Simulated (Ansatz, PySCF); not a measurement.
Pulling on the Si1–H2 bond in SiH2 (SMILES [SiH2]) (multiplicity 1 held, fragments rigid). Energies count from the point at 1.523 Å.
Geometry at that point (charge 0, multiplicity 1):
```xyz
3

Si     0.014    -0.001     0.132
H     -0.112    -1.085    -0.930
H     -0.086     1.097    -0.919
```

R- and RO- levels are restricted; in cc, def2 and unpolarised 6-31G sets they are followed outwards from rest. Unrestricted levels (U-) break spin symmetry where that is lower. Levels need not reach the same state.

Frozen-core correlation. Rows in 3-21G carry no dispersion term and start afresh at each structure.

Codes used: Ansatz (a first-principles code); PySCF for 3-21G rows. Values without a source in brackets are computed.

Q: One of these levels gives 6.695 eV for the energy at R = 4.874 Å. Which one is it?
A) R-HF/3-21G
B) U-CCSD/cc-pV(T+d)Z
C) R-r2SCAN/cc-pV(T+d)Z
D) R-wB97X-V/cc-pV(T+d)Z

A: A, R-HF/3-21G. The others give 4.743 (R-r2SCAN/cc-pV(T+d)Z), 6.056 (R-wB97X-V/cc-pV(T+d)Z), 3.367 (U-CCSD/cc-pV(T+d)Z)

Doubts at one or more of the structures used: a restricted determinant that unrestricted orbitals would lower (R-HF/3-21G, R-r2SCAN/cc-pV(T+d)Z, R-wB97X-V/cc-pV(T+d)Z); a spin-contaminated determinant (U-CCSD/cc-pV(T+d)Z); T1 above 0.05 (U-CCSD/cc-pV(T+d)Z).
